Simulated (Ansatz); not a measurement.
Ansatz (a program for electronic structure) input (PBE/pcseg-3): A basis named .json is the Basis Set Exchange file of that set (core-valence sets with the plain set on hydrogen).

Ansatz 0.2 input:
```yaml
crystal:
  periodic: [false, false, false]
  atoms:
    - {symbol: P, position_ang: [0.00293147, 0.00160888, 0.12817703]}
    - {symbol: H, position_ang: [-0.00384980, 1.18388197, -0.65609339]}
    - {symbol: H, position_ang: [1.01199153, -0.61366513, -0.65676338]}
    - {symbol: H, position_ang: [-1.05211382, -0.59435001, -0.60979871]}
basis:
  gaussian:
    orbitals: pcseg-3.json
hamiltonian:
  xc: {name: PBE}
magnetization: {spin_polarized: false}
```

Output:

```
Functional definition: PBE
integrals: 0.04 GiB planned
578 factors; their error is unknown
mean field: 0.45 GiB planned
mean field evaluation 1: about -9332.2741 eV, gradient 1.8e1 eV
mean field evaluation 2: about -9332.6132 eV, gradient 1.7e1 eV
mean field evaluation 4: about -9333.4138 eV, gradient 7.1e-1 eV
mean field evaluation 8: about -9333.4082 eV, gradient 1.2e-3 eV
mean field -9333.40823771 eV, -342.9964263244 hartree, gradient 1.1e-5 eV, S^2 0.000000; 0 other end points of the search recorded, 0 dependent functions left out
reference -9333.40828189 eV, -342.9964279479 hartree; 9, 9 occupied and 154, 154 virtual orbitals, 578 factors
Total energy: -9333.40828189 eV, -342.9964279479 hartree
```
